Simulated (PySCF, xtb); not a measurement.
C2H7N, SMILES CCN.

GFN2-xTB in xtb at its own geometry gives an orbital gap of 11.34 eV and a dipole moment of 1.35 D.

The structure is a stationary point at B3LYP-D3(BJ)/def2-TZVP. One conformer was computed; it need not be the lowest.

Task: What does PySCF with r2SCAN/def2-TZVPD give? (The exact figures need the calculation; the answer reports its results.)

Result: gap 6.18 eV (levels -5.66 and 0.53 eV), dipole 1.23 D.
